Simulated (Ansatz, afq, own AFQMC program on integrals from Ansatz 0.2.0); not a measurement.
AFQMC on a folder of integrals that Ansatz 0.2.0 wrote.

```yaml
crystal:
  periodic: [false, false, false]
  atoms:
    - {symbol: Br, position_ang: [0.000000, 0.000000, 0.000000]}
basis:
  gaussian: {orbitals: cc-pVQZ}
total_charge: 1
magnetization: {spin_polarized: false}
correlation: {method: ccsd_t, electrons: outside_noble_gas, hamiltonian_folder: ham}
```

```sh
$ ansatz run in.yaml --threads 1 --pin off --events-out ev --progress --plain --max-ram 16896MiB --backend cuda --devices 0, --max-vram 18GiB
```

afq runs on the folder ham with

```
--method phaseless --trial hf --walkers 4000 --populations 20 --least-time 40 --time-step 0.005 --steps-per-block 20 --equilibration-blocks 112 --max-blocks 4000 --target-error 0.0007499999999999999 --factor-cut 1e-05 --seed 9236 --taylor-order 6
```

Times are imaginary, in 1/Eh. The walk had a cap of 64 s. With eight or more populations the least sampling time is a fifth of least-time, and the error comes from their spread. Filled inner d shells are frozen with the cores.

afq prints:

```
orbitals 54  electrons 3 3  factors 408 of 445
reference energy -2571.96174931 Eh
CCSD correlation -0.16735014 Eh in 10 cycles, weight of the determinant in the CISD state 0.8221
energy of the start -2571.961749 Eh
 block  time / (1/Eh)  mean weight  energy / Eh
     1     0.100  1.0005  -2571.999769
     2     0.200  1.0013  -2572.026531
     3     0.300  1.0011  -2572.045751
     4     0.400  1.0007  -2572.061275
     5     0.500  1.0010  -2572.072130
     9     0.900  1.0004  -2572.099752
    29     2.900  1.0003  -2572.120814
    57     5.700  0.9999  -2572.123777
    85     8.500  1.0000  -2572.136372
   113    11.300  1.0002  -2572.133699
   141    14.100  1.0001  -2572.139335
   169    16.900  1.0004  -2572.147512
   197    19.700  1.0002  -2572.142383
   211    21.100  1.0002  -2572.150840
   225    22.500  1.0000  -2572.141672
   253    25.300  1.0003  -2572.141351
   281    28.100  0.9999  -2572.137749
error from the spread of 20 populations
energy -2572.141531 +/- 0.001028 Eh
(rows thinned)
```

The run passed its tests (sampling time, drift between the halves within three errors, error under three times the target), which doesn't prove that it has relaxed, ending at its cap on processor time.

Against this walk (error 28.0 meV) on the same determinant: CCSD(T) 94.3 meV higher, CCSDT(Q) 53.2 meV lower (within the noise), full CI 60.6 meV lower. The error is statistical and leaves out the bias of the constraint. The determinant is a poor start (see the cautions), so the low cluster orders aren't to be relied on, and full CI is the sure value.

Cautions: constraint bias not in the error; error above the target (28.0 against 20.4 meV); no relativity below Rb; no spin-orbit coupling; inner d shell frozen; another spin lies lower (by 1.29 eV); restricted determinant unstable towards unrestricted (UHF 1.93 eV lower, ⟨S²⟩ 1.02); strong correlation (T1 0.009, weight of the determinant 0.82, largest double 0.26); the determinant fills the p orbitals unequally in pairs, so it mixes two states of the atom (¹D and ¹S), and each level undoes that mixture to a different degree, while full CI gives the lower state; CCSDT(Q) on the UHF determinant differs (1.29 eV lower), perhaps since the unrestricted series falls towards higher spin.

The walk took 64 s on 1 × NVIDIA H100 80GB HBM3 with 2 threads of AMD EPYC 7R13 Processor (Zen 3) (shared host) (the card was shared). The log's last line is the phaseless energy.

CCSDT and higher add their correlation energy to the determinant of the CCSD(T) run, since their own runs factorise the integrals more tightly (a shift of under 2 meV).
